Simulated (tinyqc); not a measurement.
Worked calculation: UHF in the sto-6g basis, for H2O, spin multiplicity 1. One step of it, computed by the program tinyqc.

Question. Iteration 1: diagonalisation and new density. Diagonalise F' = X^T F X, C = X C', fill 5 alpha and 5 beta electrons from the bottom; D(s) = C_occ C_occ^T. Each column has its largest component positive (the first on a tie).

F(alpha) (hartree):
```
             1O 1s      1O 2s     1O 2px     1O 2py     1O 2pz      2H 1s      3H 1s
1O 1s   -20.256684  -4.927302   0.000000   0.000000  -0.020239  -0.707747  -0.707747
1O 2s    -4.927302  -2.110600   0.000000   0.000000  -0.073144  -0.676818  -0.676818
1O 2px    0.000000   0.000000   0.016285   0.135254   0.000000  -0.091994   0.091994
1O 2py    0.000000   0.000000   0.135254  -0.301569   0.000000  -0.295842   0.295842
1O 2pz   -0.020239  -0.073144   0.000000   0.000000  -0.271431  -0.218489  -0.218489
2H 1s    -0.707747  -0.676818  -0.091994  -0.295842  -0.218489  -0.289849  -0.159622
3H 1s    -0.707747  -0.676818   0.091994   0.295842  -0.218489  -0.159622  -0.289849
```

F(beta) (hartree):
```
             1O 1s      1O 2s     1O 2px     1O 2py     1O 2pz      2H 1s      3H 1s
1O 1s   -20.256684  -4.927302   0.000000   0.000000  -0.020239  -0.707747  -0.707747
1O 2s    -4.927302  -2.110600   0.000000   0.000000  -0.073144  -0.676818  -0.676818
1O 2px    0.000000   0.000000   0.016285  -0.135254   0.000000   0.091994  -0.091994
1O 2py    0.000000   0.000000  -0.135254  -0.301569   0.000000  -0.295842   0.295842
1O 2pz   -0.020239  -0.073144   0.000000   0.000000  -0.271431  -0.218489  -0.218489
2H 1s    -0.707747  -0.676818   0.091994  -0.295842  -0.218489  -0.289849  -0.159622
3H 1s    -0.707747  -0.676818  -0.091994   0.295842  -0.218489  -0.159622  -0.289849
```

X:
```
                1          2          3         4          5          6         7
1O 1s   -0.365572   0.000000   0.720587  0.000000  -0.605520   0.000000  0.206570
1O 2s    0.993316   0.000000  -0.264021  0.000000  -0.279186   0.000000  0.475593
1O 2px   0.000000   0.000000   0.000000  1.000000   0.000000   0.000000  0.000000
1O 2py   0.000000   0.856604   0.000000  0.000000   0.000000   0.668229  0.000000
1O 2pz   0.409996   0.000000   0.666335  0.000000   0.646465   0.000000  0.199103
2H 1s   -0.622388  -0.718032  -0.202838  0.000000   0.167974   0.398595  0.384430
3H 1s   -0.622388   0.718032  -0.202838  0.000000   0.167974  -0.398595  0.384430
```

Give: F' = X^T F X; orbital energies; coefficients C; F' = X^T F X; orbital energies; coefficients C; D(alpha) after iteration 1; D(beta) after iteration 1.

Answer.

F' = X^T F X (alpha) (hartree):
```
         1        2        3       4        5        6        7
1  -0.4059   0.0000   2.4558  0.0000  -2.2066   0.0000   0.7922
2   0.0000   0.3723   0.0000  0.2480   0.0000  -0.0162   0.0000
3   2.4558   0.0000  -8.5548  0.0000   8.4717   0.0000  -4.3202
4   0.0000   0.2480   0.0000  0.0163   0.0000   0.0170   0.0000
5  -2.2066   0.0000   8.4717  0.0000  -9.0342   0.0000   4.5998
6   0.0000  -0.0162   0.0000  0.0170   0.0000  -0.4912   0.0000
7   0.7922   0.0000  -4.3202  0.0000   4.5998   0.0000  -3.2557
```

orbital energies (alpha) (hartree): MO1 -20.2603, MO2 -1.0400, MO3 -0.4926, MO4 -0.3223, MO5 -0.1096, MO6 0.3719, MO7 0.4996

coefficients C (alpha):
```
            MO1      MO2      MO3      MO4      MO5      MO6      MO7
1O 1s    0.9965  -0.2224   0.0000   0.0757   0.0000   0.1182   0.0000
1O 2s    0.0155   0.8598   0.0000  -0.3759   0.0000  -0.6926   0.0000
1O 2px   0.0000   0.0000  -0.0495   0.0000   0.8884   0.0000   0.4563
1O 2py   0.0000   0.0000   0.6952   0.0000  -0.3505   0.0000   0.7577
1O 2pz   0.0020   0.0956   0.0000   0.8640   0.0000  -0.5604   0.0000
2H 1s   -0.0030   0.1794   0.3743   0.2134   0.3503   0.7258  -0.6416
3H 1s   -0.0030   0.1794  -0.3743   0.2134  -0.3503   0.7258   0.6416
```

F' = X^T F X (beta) (hartree):
```
         1        2        3        4        5        6        7
1  -0.4059   0.0000   2.4558   0.0000  -2.2066   0.0000   0.7922
2   0.0000   0.3723   0.0000  -0.2480   0.0000  -0.0162   0.0000
3   2.4558   0.0000  -8.5548   0.0000   8.4717   0.0000  -4.3202
4   0.0000  -0.2480   0.0000   0.0163   0.0000  -0.0170   0.0000
5  -2.2066   0.0000   8.4717   0.0000  -9.0342   0.0000   4.5998
6   0.0000  -0.0162   0.0000  -0.0170   0.0000  -0.4912   0.0000
7   0.7922   0.0000  -4.3202   0.0000   4.5998   0.0000  -3.2557
```

orbital energies (beta) (hartree): MO1 -20.2603, MO2 -1.0400, MO3 -0.4926, MO4 -0.3223, MO5 -0.1096, MO6 0.3719, MO7 0.4996

coefficients C (beta):
```
            MO1      MO2      MO3      MO4      MO5      MO6      MO7
1O 1s    0.9965  -0.2224   0.0000   0.0757   0.0000   0.1182   0.0000
1O 2s    0.0155   0.8598   0.0000  -0.3759   0.0000  -0.6926   0.0000
1O 2px   0.0000   0.0000   0.0495   0.0000   0.8884   0.0000  -0.4563
1O 2py   0.0000   0.0000   0.6952   0.0000   0.3505   0.0000   0.7577
1O 2pz   0.0020   0.0956   0.0000   0.8640   0.0000  -0.5604   0.0000
2H 1s   -0.0030   0.1794   0.3743   0.2134  -0.3503   0.7258  -0.6416
3H 1s   -0.0030   0.1794  -0.3743   0.2134   0.3503   0.7258   0.6416
```

D(alpha) after iteration 1:
```
          1O 1s    1O 2s   1O 2px   1O 2py   1O 2pz    2H 1s    3H 1s
1O 1s    1.0482  -0.2042   0.0000   0.0000   0.0462  -0.0267  -0.0267
1O 2s   -0.2042   0.8808   0.0000   0.0000  -0.2426   0.0740   0.0740
1O 2px   0.0000   0.0000   0.7918  -0.3458   0.0000   0.2928  -0.2928
1O 2py   0.0000   0.0000  -0.3458   0.6062   0.0000   0.1374  -0.1374
1O 2pz   0.0462  -0.2426   0.0000   0.0000   0.7556   0.2015   0.2015
2H 1s   -0.0267   0.0740   0.2928   0.1374   0.2015   0.3406  -0.1851
3H 1s   -0.0267   0.0740  -0.2928  -0.1374   0.2015  -0.1851   0.3406
```

D(beta) after iteration 1:
```
          1O 1s    1O 2s   1O 2px   1O 2py   1O 2pz    2H 1s    3H 1s
1O 1s    1.0482  -0.2042   0.0000   0.0000   0.0462  -0.0267  -0.0267
1O 2s   -0.2042   0.8808   0.0000   0.0000  -0.2426   0.0740   0.0740
1O 2px   0.0000   0.0000   0.7918   0.3458   0.0000  -0.2928   0.2928
1O 2py   0.0000   0.0000   0.3458   0.6062   0.0000   0.1374  -0.1374
1O 2pz   0.0462  -0.2426   0.0000   0.0000   0.7556   0.2015   0.2015
2H 1s   -0.0267   0.0740  -0.2928   0.1374   0.2015   0.3406  -0.1851
3H 1s   -0.0267   0.0740   0.2928  -0.1374   0.2015  -0.1851   0.3406
```
